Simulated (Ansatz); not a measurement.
```yaml
crystal:
  periodic: [false, false, false]
  atoms:
    - {symbol: C, position_ang: [-0.678396, 0.810636, -0.837431]}
    - {symbol: Si, position_ang: [0.852586, 0.192450, 0.052749]}
    - {symbol: N, position_ang: [0.372802, -1.000401, 1.210033]}
    - {symbol: H, position_ang: [-1.205214, -0.020311, -1.315689]}
    - {symbol: H, position_ang: [-0.403191, 1.537608, -1.604726]}
    - {symbol: H, position_ang: [-1.365861, 1.302672, -0.145155]}
    - {symbol: H, position_ang: [1.784742, -0.503807, -0.889174]}
    - {symbol: H, position_ang: [1.077188, -1.586599, 1.630629]}
    - {symbol: H, position_ang: [-0.346157, -0.778648, 1.881665]}
basis:
  gaussian: {orbitals: aug-pcseg-2}
magnetization: {spin_polarized: true, initial_magnetization: 1}
hamiltonian: {xc: {name: PBE0-DH}}
```

```sh
$ ansatz run in.yaml --threads 2 --pin off --events-out ev --progress --plain --max-ram 32768MiB --backend cpu
```

It prints (some lines left out):

```
Functional definition: PBE0-DH
1680 factors; integrals over basis functions are off by at most 6.4e-4 eV
mean field evaluation 1: about -10486.5503 eV, gradient 4.4e1 eV
mean field evaluation 2: about -10486.6082 eV, gradient 4.4e1 eV
mean field evaluation 4: about -10494.4250 eV, gradient 5.2e0 eV
mean field evaluation 8: about -10494.5580 eV, gradient 3.1e-1 eV
mean field evaluation 16: about -10494.5592 eV, gradient 5.2e-4 eV
mean field -10494.55924885 eV, -385.6679389276 hartree, gradient 7.2e-6 eV, S^2 0.753397; 0 other end points of the search recorded, 0 dependent functions left out
7 core orbitals not correlated: weight in the atoms' cores, before any rotation towards them, 1.000 or more for the frozen orbitals, at most 0.000 for the correlated occupied ones
reference -10494.55928618 eV, -385.6679402994 hartree; 10, 9 occupied and 263, 264 virtual orbitals, 1680 factors
second order -16.76599340 eV of doubles, -0.00000000 eV of singles
Total energy: -10496.65503536 eV, -385.7449576610 hartree
```

Run time 19 s (2 threads of a server CPU on a shared host); peak host memory 1.1 GiB.
